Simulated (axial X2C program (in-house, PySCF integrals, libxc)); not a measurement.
# A two-component session on PH⁺: properties at the nuclei

Wanted for PH⁺: properties at the nuclei, at the two-component level.

Computed with an in-house X2C program for linear molecules on PySCF integrals. Level: two-component X2C with atomic mean-field terms, P dyall-v3z, H dyall-v3z.

All values are calculated.

## (1) Input

Contents of task.json:

```json
{"zs": [15, 1], "q": 1, "bas": ["dyall-v3z", "dyall-v3z"], "r0": 1.43, "levels": ["PBE0", "HF", "PBE50", "BHandHLYP", "PBE"], "nst": 3}
```

Keys: zs atomic numbers; q charge; bas basis sets; r0 starting distance in Å; levels methods (HF also brings MP2); nst determinants followed.

The run is started by

```console
$ python soeom.py task.json out
```

Further steps of the session: Expectation values, lowest determinant; Expectation values, a higher determinant; Expectation values, a higher determinant.

What does the calculation give? Wanted: lowest determinant; Eeff magnitude; Ws magnitude P; A∥/gI P; qzz P; higher determinant (for each run or level that gives them).

As calculated:

| quantity | value |
| --- | --- |
| lowest determinant | Ω = 1/2 (excess of +ω over −ω: ω = 1/2) |
| Eeff magnitude (GV/cm), PBE0 | 0.0212 |
| Ws magnitude P (kHz), PBE0 | 0.0166 |
| A∥/gI P (MHz), PBE0 | 1050 |
| qzz P (a.u.), PBE0 | -2.77 |
| higher determinant | Ω = 3/2 (excess of +ω over −ω: ω = 3/2) |
| Eeff magnitude (GV/cm), PBE0, higher determinant | 0.0288 |
| Ws magnitude P (kHz), PBE0, higher determinant | 0.00752 |
| A∥/gI P (MHz), PBE0, higher determinant | 216 |
| qzz P (a.u.), PBE0, higher determinant | -2.79 |
| higher determinant | Ω = 1/2 (excess of +ω over −ω: 2 × ω = -1/2, ω = 3/2) |
| Eeff magnitude (GV/cm), PBE0, higher determinant | 0.42 |
| Ws magnitude P (kHz), PBE0, higher determinant | 0.326 |
| A∥/gI P (MHz), PBE0, higher determinant | -1110 |
| qzz P (a.u.), PBE0, higher determinant | 1.50 |

In words: In the first state, the effective field runs from 0.0186 to 0.0348 GV/cm over the mean-field levels. The expectation values come from single determinants, which for open shells can mix terms of unlike spin or miss the lowest Ω, so a determinant need not be a state. Eeff is the effective electric field on the electron dipole moment in this Ω state and Ws the scalar–pseudoscalar constant (defined with the proton number Z and per Ω); A∥ is the parallel hyperfine constant, which follows by multiplying with the nuclear g factor gI = μI/(I μN); qzz is the electric field gradient, eQq0 = 234.96 MHz × Q/barn × qzz. The operators were transformed with the bare-nucleus X2C matrices. A second determinant lies within 0.1 eV of the first, so their order is not settled at this level.
